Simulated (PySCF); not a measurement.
# CF+: from the state search to spectroscopic constants

The task here is to estimate one member of a computed series from the others.

Program: PySCF 2.14.0. Level of theory: C def2-TZVPPD, F def2-TZVPPD, no relativity. These are calculated values, not measurements.

Set-up of the first run:

The job is set up so:

| Quantity | Value |
| --- | --- |
| atoms | C, F |
| charge | 1 |
| basis | C def2-TZVPPD, F def2-TZVPPD |
| Hamiltonian | no relativity |
| basis functions | 77 |
| electrons treated | 14 |
| masses in u | 12.0000, 18.9984 |
| levels | PBE0, PBE, r²SCAN, PBEsol, B97-3, M06-2X, TPSS, TPSSh, ωB97M-V, HF, MP2, SCS-MP2, CCSD, CCSD(T) |
| grid | 80 radial by 434 angular points |
| occupations | held fixed by the projection of orbital angular momentum |
| dissociation limit | C+ + F, each in its ground configuration |
| starting distance in angstrom | 1.425 |
| values of 2S to try | 0, 2 |

Started as:

```bash
$ OMP_NUM_THREADS=1 python dia.py task.json out
```

Steps of the session up to this table: Set-up; First curve: PBE0; Other states along the same grid; PBE; r²SCAN (meta-GGA); PBEsol (GGA); B97-3 (global hybrid GGA); M06-2X (hybrid meta-GGA); TPSS (meta-GGA); TPSSh; ωB97M-V; RHF; Adding correlation.

One of the session's tables, all rows but one given; the rest of the session is left out.

It belongs to the step «The curves together». Energy (eV) from each level's lowest point:

| R (Å) | RHF | RHF-MP2 | RHF-SCS-MP2 | RHF-CCSD | RHF-CCSD(T) |
| --- | --- | --- | --- | --- | --- |
| 0.993 | 1.429 | 1.825 | 1.812 | n/a | n/a |
| 1.040 | 0.556 | 0.830 | 0.820 | 0.810 | 0.873 |
| 1.086 | 0.117 | 0.272 | 0.265 | 0.259 | 0.298 |
| 1.120 | 0.000 | 0.066 | 0.063 | 0.060 | 0.080 |
| 1.155 | ? | ? | ? | ? | ? |
| 1.190 | 0.148 | 0.043 | 0.046 | 0.049 | 0.029 |
| 1.236 | 0.442 | 0.228 | 0.235 | 0.242 | 0.193 |
| 1.294 | 0.946 | 0.604 | 0.615 | 0.626 | 0.540 |
| 1.363 | 1.671 | 1.190 | 1.202 | 1.216 | 1.083 |
| 1.455 | 2.726 | 2.092 | 2.097 | n/a | n/a |

**Question.** Estimate the row for R (Å) = 1.155.

Worked estimate for «RHF». A straight line through the neighbours (1.120, 0.000) and (1.190, 0.148) gives 0.000 + (0.148 − 0.000) × (1.155 − 1.120) / (1.190 − 1.120) = 0.074; a parabola fitted to 4 rows on both sides gives 0.022.

As computed: RHF: 0.020; RHF-MP2: 0.000; RHF-SCS-MP2: 0.000; RHF-CCSD: 0.000; RHF-CCSD(T): 0.000. In «RHF» the line misses by +0.054 and the parabola by +0.002.
